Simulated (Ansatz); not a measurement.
2H MoS2, treated with HSE06 in Ansatz (PAW).

Numerical settings: plane-wave cutoff 500 eV, 12×12×2 k mesh (along the axes of the cell as run), gaussian smearing 0.02 eV, no spin polarisation, scalar-relativistic PAW data made under PBE.

Cell (relaxed with r²SCAN):

```xyz
6
Lattice="3.1843 0.0000 0.0000 -1.5921 2.7577 0.0000 0.0000 0.0000 12.9895" Properties=species:S:1:pos:R:3 pbc="T T T"
Mo     1.5921     0.9192     3.2474
Mo     0.0000     1.8384     9.7422
S      1.5921     0.9192     8.1895
S      0.0000     1.8384     4.8001
S      0.0000     1.8384     1.6947
S      1.5921     0.9192    11.2948
```

Question: Predict the band gap.

Answer: 
band gap: 1.56 eV (on the SCF k mesh)

Measured, for comparison: band gap 1.23 eV (room temperature, no zero-point or thermal correction, bulk 2H, our sources range from 1.23 to 1.29; as tabulated in Bastos et al. (2019), arXiv:1903.08112).

Note: the cell comes from a level without a dispersion term, which matters for the spacing of layers, chains or molecules; cell and atoms aren't relaxed at this level (largest force component 0.36 eV/Å, pressure -3.3 GPa); the cell has widely spaced layers and the level no dispersion term, so their spacing and the moduli can rest on weak binding.

Spin–orbit coupling is not included.

The computed numbers hold no vibrational or temperature effects.

Computing time: around 8 core-minutes (rough).

Ansatz is a first-principles code.
